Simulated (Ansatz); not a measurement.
## Solid iodine

Calculation: G0W0@PBEsol+SOC in Ansatz (hard PAW, contour deformation, complete-basis limit, spin–orbit shift from PBEsol).

Numerical settings: largest k mesh 6×6×2 (not extrapolated in the mesh).

Cell: measured lattice: a = 7.2579 Å, b = 4.7828 Å, c = 9.8238 Å, α = 90.00°, β = 90.00°, γ = 90.00°.

For solid iodine, the band gap is 1.69 eV.

Note: spin–orbit coupling enters as the shift of the gap found with a semilocal functional; cell and atoms aren't relaxed at this level.

Computed values are for the static lattice.

Ansatz is an electronic-structure program.
